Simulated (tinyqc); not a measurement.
Worked calculation: Hueckel theory of the pi electrons, for the molecule N=CC=O (SMILES; centres numbered as the heavy atoms are written). One step of it, computed by the program tinyqc.

Task: Energy, charges, bond orders. E = sum n x; q_r = z_r - P_rr; bond order p = P_rs; free valence = sqrt(3) - sum of p over the bonds of the atom.

x values: 1.916714  1.192849  -0.149813  -1.459751

occupations: 2.000000  2.000000  0.000000  0.000000

charge and bond-order matrix P:
```
           1N        2C        3C         4O
1N   1.073717  0.897099  0.213390  -0.379796
2C   0.897099  0.838558  0.410608   0.023492
3C   0.213390  0.410608  0.648660   0.813896
4O  -0.379796  0.023492  0.813896   1.439064
```

Centres:
```
centre  z_r, pi electrons of the neutral centre         h
1N                                            1  0.500000
2C                                            1  0.000000
3C                                            1  0.000000
4O                                            1  1.000000
```

Bonds:
```
i  j         k
1  2  1.000000
2  3         1
3  4         1
```

Give: pi energy = 4 alpha + this times beta; pi charges; Bond orders and lengths from R = 1.517 - 0.180 p; free valence of the carbons; gap between the highest filled and the next level.

Result:

pi energy = 4 alpha + this times beta = 6.2191

pi charges: 1N -0.0737, 2C 0.1614, 3C 0.3513, 4O -0.4391

Bond orders and lengths from R = 1.517 - 0.180 p (angstrom, C-C alone):
```
bond       p       R
1-2   0.8971       -
2-3   0.4106  1.4431
3-4   0.8139       -
```

free valence of the carbons: 2C 0.4243, 3C 0.5075

gap between the highest filled and the next level = 1.3427 |beta|
